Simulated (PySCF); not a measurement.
# C2H2O2: the cost of one run

Method: levels as typed in each script, gas phase, geometry from GFN2-xTB; program: PySCF 2.14.0.

### 1 The system as given

SMILES `O=CC=O`, 6 atoms, charge 0, spin multiplicity 1.

Bond lengths: O1–C2 1.197 Å, C2–C3 1.517 Å, C2–H5 1.105 Å, C3–O4 1.197 Å, C3–H6 1.105 Å. Angles: O1–C2–C3 123.1°, O1–C2–H5 123.2°, C3–C2–H5 113.6°, C2–C3–O4 123.1°, C2–C3–H6 113.6°, O4–C3–H6 123.2°.

Coordinates:

```mol
C2H2O2
  3D, bonds by distance, orders not assigned

  6  5  0  0  0  0  0  0  0  0999 V2000
    1.7244   -0.1657    0.0000 O   0  0
    0.6579    0.3778    0.0000 C   0  0
   -0.6579   -0.3778    0.0000 C   0  0
   -1.7244    0.1657    0.0000 O   0  0
    0.5383    1.4758    0.0000 H   0  0
   -0.5383   -1.4758    0.0000 H   0  0
  1  2  8  0
  2  3  8  0
  3  4  8  0
  2  5  8  0
  3  6  8  0
M  END
```

### 2 The π active space (def2-svpd)

Input file input.py:

```python
import numpy as np
from pyscf import gto, scf, dft, mcscf, mrpt
from pyscf.mcscf import avas

def solve(mol, dm0=None, hcore=None):
    mf = scf.ROHF(mol) if mol.spin else scf.RHF(mol)
    mf = mf.density_fit(auxbasis='def2-universal-jkfit')
    mf.conv_tol, mf.max_cycle = 1e-8, 80
    if hcore is not None:
        mf.get_hcore = lambda *args: hcore
    mf.kernel(dm0)
    if not mf.converged:
        mf = mf.newton().run(mf.mo_coeff, mf.mo_occ, max_cycle=30)
    assert mf.converged, 'SCF not converged'
    return mf

mol = gto.M(atom='''
O      1.72444    -0.16570     0.00000
C      0.65793     0.37780     0.00000
C     -0.65793    -0.37780     0.00000
O     -1.72444     0.16570     0.00000
H      0.53832     1.47582     0.00000
H     -0.53832    -1.47582     0.00000
''', basis='def2-svpd', charge=0, spin=0, verbose=4)
mf = solve(mol)
ncas, nel, orbs = avas.avas(mf, ['C 2pz', 'O 2pz'], threshold=0.5, openshell_option=3)
print('active space', nel, ncas)
assert 2 <= ncas <= 10, 'active space too large or empty'
mc = mcscf.CASSCF(mf, ncas, nel)
mc.natorb, mc.max_cycle_macro = True, 60
mc.fix_spin_(ss=mol.spin / 2 * (mol.spin / 2 + 1))
mc.kernel(orbs)
occ = mc.mo_occ[mc.ncore:mc.ncore + ncas]
print('natural occupations', occ.round(4))
e2 = mrpt.NEVPT(mc).kernel()
out = dict(c=mc.mo_coeff[:, mc.ncore:mc.ncore + ncas], occ=occ, e=mc.e_tot, e2=e2, ehf=mf.e_tot, ok=mc.converged, nel=nel, w0=abs(mc.ci).max() ** 2, dm=mc.make_rdm1())
# the other spin state at the same geometry
other = mol.copy().set(spin=2).build()
mo = scf.ROHF(other).density_fit(auxbasis='def2-universal-jkfit').run()
na = (nel + other.spin) // 2
m2 = mcscf.CASSCF(mo, ncas, (na, nel - na))
m2.natorb = True
m2.fix_spin_(ss=other.spin / 2 * (other.spin / 2 + 1))
m2.kernel(mc.mo_coeff)
e2o = mrpt.NEVPT(m2).kernel()
print('other state above this one / eV: CASSCF', (m2.e_tot - mc.e_tot) * 27.211386, 'NEVPT2', (m2.e_tot + e2o - mc.e_tot - e2) * 27.211386)
np.savez('result.npz', eo=m2.e_tot, e2o=e2o, oko=m2.converged, occo=m2.mo_occ[mc.ncore:mc.ncore + ncas], co=m2.mo_coeff[:, mc.ncore:mc.ncore + ncas], **out)
```

On the command line:

```sh
$ OMP_NUM_THREADS=1 python input.py
```

What time and memory should one allow on 1 thread of Arm Neoverse V2, shared host?

About 22 s, with a peak of 0.23 GiB.
